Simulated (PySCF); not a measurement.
# HN2O (Protonated Nitrous Oxide): the cost of one run

The runs use PySCF 2.14.0, with density-fitted response routines of our own; the level of theory stands in each step. All values are computed, except where a source is named. Atoms are numbered from 0 throughout.

## 1. The molecule as given

4 atoms, charge 1, multiplicity 1; geometry from: GFN2-xTB.

Bonds of the start (Å): N0–N1 1.09, N1–O2 1.21, O2–H3 0.99.

## 2. Relaxing the molecule at PBE0-D3(BJ)/def2-SVP

What the job is given:

```
{"job": {"xc": "PBE0", "basis": "def2-SVP", "d3": "d3bj", "grid": 1, "kind": "geom"}, "charge": 1, "multiplicity": 1}
N      1.576530    -0.097030    -0.314410
N      0.494630    -0.085060    -0.181690
O     -0.687560    -0.145260     0.059740
H     -1.363140     0.336890    -0.480990
```

The run is started by

```bash
OMP_NUM_THREADS=1 python probes_run.py task.json out
```

The driver reads the jobs from task.json and runs them one after another.

**Question.** How long does this first job take on 1 thread of Intel Xeon 6975P-C, shared host, and how much memory does it need?

About 3.3 s, with a peak of 0.25 GiB.
